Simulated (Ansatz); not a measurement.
```yaml
crystal:
  periodic: [false, false, false]
  atoms:
    - {symbol: S, position_ang: [0.000000, 0.000000, 0.000000]}
    - {symbol: Ga, position_ang: [0.000000, 0.000000, 2.111100]}
basis:
  gaussian: {orbitals: def2-TZVP}
magnetization: {spin_polarized: true, initial_magnetization: 1}
hamiltonian: {xc: pbe0}
relax: {f_tol: 0.004, max_steps: 80}
```

```sh
$ ansatz run in.yaml --threads 1 --pin off --events-out ev --progress --plain --max-ram 2176MiB
```

Steps of the relaxation (energy above the last step; positions in Å, forces in eV/Å):

```
2
step 1, 13.6 meV
S     0.000    0.000    0.000    0.000    0.000    0.644
Ga    0.000    0.000    2.111    0.000    0.000   -0.644
```

```
2
step 2, 0.6 meV
S     0.000    0.000    0.016    0.000    0.000    0.138
Ga    0.000    0.000    2.095    0.000    0.000   -0.138
```

```
2
step 3, 0.0 meV
S     0.000    0.000    0.021    0.000    0.000   -0.017
Ga    0.000    0.000    2.090    0.000    0.000    0.017
```

```
2
step 4, 0.0 meV
S     0.000    0.000    0.020    0.000    0.000    0.002
Ga    0.000    0.000    2.091    0.000    0.000   -0.002
```

Close pairs at the end: S1–Ga2 2.071 Å.

A stationary point of unrestricted PBE0 after 4 steps, with ⟨S²⟩ = 0.758 against 0.75 for a pure state. 19 s on 1 thread of Arm Neoverse V2, shared host.
